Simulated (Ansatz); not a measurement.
Ansatz (a first-principles code) input (B3LYP/6-31G*):

Ansatz 0.2 input:
```yaml
crystal:
  periodic: [false, false, false]
  atoms:
    - {symbol: C, position_ang: [-0.00042255, -0.00054284, 0.66960135]}
    - {symbol: C, position_ang: [0.00042255, 0.00054284, -0.66960135]}
    - {symbol: Cl, position_ang: [0.00445506, 1.45010322, 1.59085632]}
    - {symbol: Cl, position_ang: [-0.00646139, -1.45268069, 1.58849617]}
    - {symbol: Cl, position_ang: [-0.00445506, -1.45010322, -1.59085632]}
    - {symbol: Cl, position_ang: [0.00646139, 1.45268069, -1.58849617]}
basis:
  gaussian:
    orbitals: 6-31G*
hamiltonian:
  xc: {name: B3LYP}
relax: {f_tol: 0.003, max_steps: 120}
```

Output:

```
WARN ansatz: RAYON_NUM_THREADS=1 ignored (pool sized by the plan → 1); use --threads N
Functional definition: B3LYP
integrals: 0.05 GiB planned
1093 factors; integrals over basis functions are off by at most 3.2e-4 eV
mean field: 0.57 GiB planned
mean field evaluation 1: about -52162.0642 eV, gradient 1.8e1 eV
mean field evaluation 2: about -52161.7478 eV, gradient 2.1e1 eV
mean field evaluation 4: about -52162.8033 eV, gradient 3.0e-1 eV
mean field evaluation 8: about -52162.8388 eV, gradient 2.1e-2 eV
mean field evaluation 16: about -52162.8388 eV, gradient 5.3e-6 eV
mean field -52162.83882806 eV, -1916.9489696890 hartree, gradient 5.3e-6 eV, S^2 0.000000; 0 other end points of the search recorded, 0 dependent functions left out
the calculation of the forces begins
reference -52162.83905401 eV, -1916.9489779928 hartree; 40, 40 occupied and 66, 66 virtual orbitals, 1093 factors
relax step   1: F+E_penalty+E_count = -52162.83882806 eV  Δ(F+E_penalty+E_count) = +0.000e0 eV  max|allowed force component| = 3.068e-1 eV/Å  Δτ_max = 0.0000 Å  (28 SCF iters, accepted)
these checks for a lower state are left out or cut short: starts, cluster_reference, orbital_swaps, neighbouring_geometries, increment
integrals: 0.05 GiB planned
1093 factors; integrals over basis functions are off by at most 3.2e-4 eV
mean field: 0.57 GiB planned
mean field -52162.84839117 eV, -1916.9493211270 hartree, gradient 1.7e-5 eV, S^2 0.000000; 0 other end points of the search recorded, 0 dependent functions left out
the calculation of the forces begins
reference -52162.84861767 eV, -1916.9493294507 hartree; 40, 40 occupied and 66, 66 virtual orbitals, 1093 factors
relax step   2: F+E_penalty+E_count = -52162.84839117 eV  Δ(F+E_penalty+E_count) = -9.563e-3 eV  max|allowed force component| = 1.574e-1 eV/Å  Δτ_max = 0.0099 Å  (30 SCF iters, accepted)
these checks for a lower state are left out or cut short: starts, cluster_reference, orbital_swaps, neighbouring_geometries, increment
integrals: 0.05 GiB planned
1093 factors; integrals over basis functions are off by at most 3.2e-4 eV
mean field: 0.57 GiB planned
mean field evaluation 32: about -52162.8508 eV, gradient 1.7e-5 eV
mean field -52162.85079057 eV, -1916.9494093033 hartree, gradient 1.7e-5 eV, S^2 0.000000; 0 other end points of the search recorded, 0 dependent functions left out
the calculation of the forces begins
reference -52162.85101742 eV, -1916.9494176400 hartree; 40, 40 occupied and 66, 66 virtual orbitals, 1093 factors
relax step   3: F+E_penalty+E_count = -52162.85079057 eV  Δ(F+E_penalty+E_count) = -2.399e-3 eV  max|allowed force component| = 6.400e-2 eV/Å  Δτ_max = 0.0063 Å  (30 SCF iters, accepted)
these checks for a lower state are left out or cut short: starts, cluster_reference, orbital_swaps, neighbouring_geometries, increment
integrals: 0.05 GiB planned
1093 factors; integrals over basis functions are off by at most 3.2e-4 eV
mean field: 0.57 GiB planned
mean field -52162.85083816 eV, -1916.9494110522 hartree, gradient 6.0e-5 eV, S^2 0.000000; 0 other end points of the search recorded, 0 dependent functions left out
the calculation of the forces begins
reference -52162.85106505 eV, -1916.9494193902 hartree; 40, 40 occupied and 66, 66 virtual orbitals, 1093 factors
relax step   4: F+E_penalty+E_count = -52162.85083816 eV  Δ(F+E_penalty+E_count) = -4.759e-5 eV  max|allowed force component| = 1.719e-2 eV/Å  Δτ_max = 0.0008 Å  (21 SCF iters, accepted)
these checks for a lower state are left out or cut short: starts, cluster_reference, orbital_swaps, neighbouring_geometries, increment
integrals: 0.05 GiB planned
1093 factors; integrals over basis functions are off by at most 3.2e-4 eV
mean field: 0.57 GiB planned
mean field -52162.85084110 eV, -1916.9494111602 hartree, gradient 2.5e-5 eV, S^2 0.000000; 0 other end points of the search recorded, 0 dependent functions left out
the calculation of the forces begins
reference -52162.85106799 eV, -1916.9494194983 hartree; 40, 40 occupied and 66, 66 virtual orbitals, 1093 factors
relax step   5: F+E_penalty+E_count = -52162.85084110 eV  Δ(F+E_penalty+E_count) = -2.939e-6 eV  max|allowed force component| = 1.539e-4 eV/Å  Δτ_max = 0.0002 Å  (20 SCF iters, accepted)
integrals: 0.05 GiB planned
1093 factors; integrals over basis functions are off by at most 3.2e-4 eV
mean field: 0.57 GiB planned
mean field -52162.85084110 eV, -1916.9494111602 hartree, gradient 2.5e-5 eV, S^2 0.000000; 1 other end points of the search recorded, 0 dependent functions left out
the calculation of the forces begins
reference -52162.85106799 eV, -1916.9494194983 hartree; 40, 40 occupied and 66, 66 virtual orbitals, 1093 factors
Total energy: -52162.85106799 eV, -1916.9494194983 hartree
Atom 0 at    -0.000425    -0.000546     0.673395 Å, force     0.000000     0.000000    -0.000082 eV/Å
Atom 1 at     0.000425     0.000546    -0.673395 Å, force    -0.000000    -0.000000     0.000082 eV/Å
Atom 2 at     0.004482     1.459389     1.604115 Å, force    -0.000001    -0.000154    -0.000024 eV/Å
Atom 3 at    -0.006505    -1.461988     1.601740 Å, force     0.000001     0.000154    -0.000023 eV/Å
Atom 4 at    -0.004482    -1.459389    -1.604115 Å, force     0.000001     0.000154     0.000024 eV/Å
Atom 5 at     0.006505     1.461988    -1.601740 Å, force    -0.000001    -0.000154     0.000023 eV/Å
Dipole moment:    -0.000000     0.000000     0.000000 e Å
```
